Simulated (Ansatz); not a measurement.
**H₂O₂ (singlet): from Hartree-Fock to the top rungs, 6-31G***

An exercise on one series of results from a longer session: the logs are not shown, and one member is left open.

Program: Ansatz 0.2.0, Gaussian basis. Level of theory: 6-31G*, core rule «outside noble gas», up to 2 orbitals frozen. These are calculated values, not measurements.

To be run: UHF; CCSD(T) on RHF; BCCD(T) on RHF; CISD; CCSDT(Q) on RHF; CISDTQ; CCSDTQ on RHF; CASSCF and MRCISD+Q, 14 electrons in 10 orbitals; CASSCF and MRCISD+Q(relaxed), 14 electrons in 10 orbitals; CASSCF and NEVPT2, 14 electrons in 10 orbitals.

10 further runs of the same task are left out: 1 that didn't finish, 9 set aside as unsound or not needed.

## The geometry

The geometry is an MP2(full)/6-31G* stationary point (not a proven minimum).

4 atoms, charge 0, spin multiplicity 1.

Atoms are counted from 1 here; the program's logs count them from 0.

Bond lengths: O1–O2 1.468 Å, O1–H3 0.976 Å, O2–H4 0.976 Å. Angles: O2–O1–H3 98.6°, O1–O2–H4 98.6°.

The first run:

File in.yaml:

```yaml
crystal:
  periodic: [false, false, false]
  atoms:
    - {symbol: O, position_ang: [0.000000, 0.734058, -0.028136]}
    - {symbol: O, position_ang: [0.000000, -0.734058, -0.028136]}
    - {symbol: H, position_ang: [0.839547, 0.880752, 0.446615]}
    - {symbol: H, position_ang: [-0.839547, -0.880752, 0.446615]}
basis:
  gaussian: {orbitals: "6-31G*"}
magnetization: {spin_polarized: true, initial_magnetization: 0}
hamiltonian: {xc: hf}
output: {orbitals: {seedname: orbitals}}
```

Command:

```console
$ ansatz run in.yaml --threads 1 --pin off --events-out ev --progress --plain --max-ram 3956MiB --backend cpu
```

Steps of the session up to this table: UHF; CCSD(T) on RHF; BCCD(T) on RHF; CISD; CCSDT(Q) on RHF; CISDTQ; CCSDTQ on RHF; CASSCF and MRCISD+Q, 14 electrons in 10 orbitals; CASSCF and MRCISD+Q(relaxed), 14 electrons in 10 orbitals; CASSCF and NEVPT2, 14 electrons in 10 orbitals.

One of the session's tables, all rows but one given; the rest of the session is left out.

| method | from RCCSDTQ (meV) |
| --- | --- |
| RHF | +10687.3 |
| RMP2 | +618.8 |
| CISD | +1092.2 |
| RCCSD | ? |
| RCCSD(T) | +44.4 |
| BCCD(T) | +45.8 |
| RCCSDT | +38.4 |
| CISDTQ | +63.9 |
| RCCSDT(Q) | -4.0 |
| RCCSDTQ | 0 |
| CASSCF valence | +7627.3 |
| NEVPT2 valence | +1060.9 |
| MRCISD valence | +518.4 |
| MRCISD+Q valence | +51.5 |
| MRCISD+Q(relaxed) valence | +8.7 |

Q: Estimate the row for RCCSD from the others.

The run gave: from RCCSDTQ (meV): +270.0. In the column «from RCCSDTQ (meV)» it lies between CISDTQ (+63.9) and MRCISD valence (+518.4).
